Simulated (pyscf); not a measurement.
Structures and frequencies: ωB97X-D3(BJ)/def2-SVP in PySCF.

Problem. H₃Si–SiH(SiH₃)–SiH(SiH₃)–SiH₃ → H₃Si–Si(SiH₃)=Si(SiH₃)–SiH₃ + hydrogen (H₂)
Surface: singlet. Broken: H–Si, H–Si. Formed: H–H. Give ΔE‡ and ΔE from ωB97M-D3(BJ)/def2-TZVP, relative to the reactant's lowest minimum found.

Solution. ΔE‡ = 68.2 kcal/mol, ΔE = +43.9 kcal/mol. Zero-point energy shifts the barrier by -1.8 kcal/mol. It is an elimination, with an imaginary mode of 1040i cm⁻¹. At the saddle there is also a short H–Si contact that neither side keeps. H₃Si–Si(SiH₃)=Si(SiH₃)–SiH₃ lies 24.1 kcal/mol over its isomer cyclic H₁₂Si₆ (SMILES [SiH3][SiH2][SiH]1[SiH2][SiH2][SiH2]1), and others may lie lower still (electronic energy, ωB97M-D3(BJ)). One saddle was located; it need not be the lowest between these sides.
